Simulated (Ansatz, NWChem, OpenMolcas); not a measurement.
## P2H4 (diphosphine): the energy, rung by rung

P2H4: 6 atoms, total charge 0, spin state singlet. As SMILES, `PP`. The shape is that of a PBE0-D4/def2-TZVP optimisation. This is one conformer, not always the lowest.

| atom | x (Å) | y (Å) | z (Å) |
| --- | --- | --- | --- |
| P | 0.3651 | -1.0488 | -0.0823 |
| P | -0.3652 | 1.0491 | 0.0781 |
| H | -0.4970 | -1.5216 | 0.9450 |
| H | -0.5721 | -1.3929 | -1.0949 |
| H | 0.5028 | 1.5246 | -0.9429 |
| H | 0.5664 | 1.3896 | 1.0970 |

Quantity: the energy change with the P1–H4 bond stretched from 1.422 to 1.635 Å, in eV. The values are calculated.

| level | kind | program | value (eV) |
| --- | --- | --- | --- |
| SVWN5/aug-cc-pVDZ (restricted) | LDA | Ansatz | 0.24 |
| PBE/aug-cc-pVDZ (restricted) | GGA | NWChem | 0.24 |
| TPSS/aug-cc-pVDZ (restricted) | meta-GGA | OpenMolcas | 0.28 |
| r2SCAN/aug-cc-pVDZ (restricted) | meta-GGA | OpenMolcas | 0.29 |
| BHLYP/aug-cc-pVDZ (restricted) | global hybrid | Ansatz | 0.35 |
| wB97M-V/aug-cc-pVDZ (restricted) | range-separated hybrid | Ansatz | 0.32 |
| RPA@PBE0/aug-cc-pVDZ (restricted) | RPA | Ansatz | 0.29 |
| BCCD(T)/aug-cc-pVDZ (restricted) | coupled cluster or CI | Ansatz | 0.29 |

The first shape isn't each level's own minimum. The values span 0.24 to 0.35 eV.
